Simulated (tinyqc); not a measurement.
Geometry optimisation on the RHF/sto-3g surface (energies and gradients from PySCF), for H3O+, spin multiplicity 1, step by step. Computed by tinyqc, a small Python program that keeps every step (integrals from PySCF). Settings: charge = 1, multiplicity = 1, basis = sto-3g, optimiser = sd, first Hessian = 1.0, largest step = 0.3, iteration cap = 30. Command: `OMP_NUM_THREADS=1 python tinyqc.py 28165 28166 out.jsonl` (the two numbers bound the seeds that draw the settings). One thread of a shared host (Intel(R) Xeon(R) Processor @ 2.60GHz), about 2 s of CPU time with the checks.

positions at the start (bohr):
```
            x          y          z
1O  -0.015118  -0.039684   0.708647
2H   1.812247  -0.030236   0.066140
3H  -0.890061   1.487214  -0.030236
4H  -0.873053  -1.415405   0.081258
```

Stop when the largest gradient component is below 3e-5 hartree/bohr.

Course of the optimisation:
```
step   E (hartree)  largest gradient (hartree/bohr)
1     -75.31900796                         1.10e-01
2     -75.32339512                         7.26e-02
3     -75.32770848                         3.24e-02
4     -75.32875479                         2.11e-02
5     -75.32932271                         1.48e-02
6     -75.32963177                         9.16e-03
7     -75.32983620                         8.07e-03
8     -75.32997747                         7.05e-03
9     -75.33008023                         6.28e-03
10    -75.33015686                         5.56e-03
11    -75.33021515                         4.97e-03
12    -75.33026011                         4.44e-03
13    -75.33029517                         3.98e-03
14    -75.33032276                         3.57e-03
15    -75.33034465                         3.22e-03
16    -75.33036212                         2.90e-03
17    -75.33037615                         2.62e-03
18    -75.33038748                         2.37e-03
19    -75.33039667                         2.15e-03
20    -75.33040415                         1.95e-03
21    -75.33041026                         1.77e-03
22    -75.33041526                         1.61e-03
23    -75.33041938                         1.46e-03
24    -75.33042277                         1.33e-03
25    -75.33042557                         1.21e-03
26    -75.33042789                         1.10e-03
27    -75.33042981                         1.01e-03
28    -75.33043140                         9.19e-04
29    -75.33043273                         8.39e-04
30    -75.33043383                         7.66e-04
```

Can the last value be used, and what does the course show?

Not by the stop rule, although the second column moves by less than 1e-05 over the last three steps. Not converged within 30 steps: the energy falls at every step, but slowly. Reruns: method bfgs, first Hessian 0.6, largest step 0.3: converged in 13 (E = -75.33044).
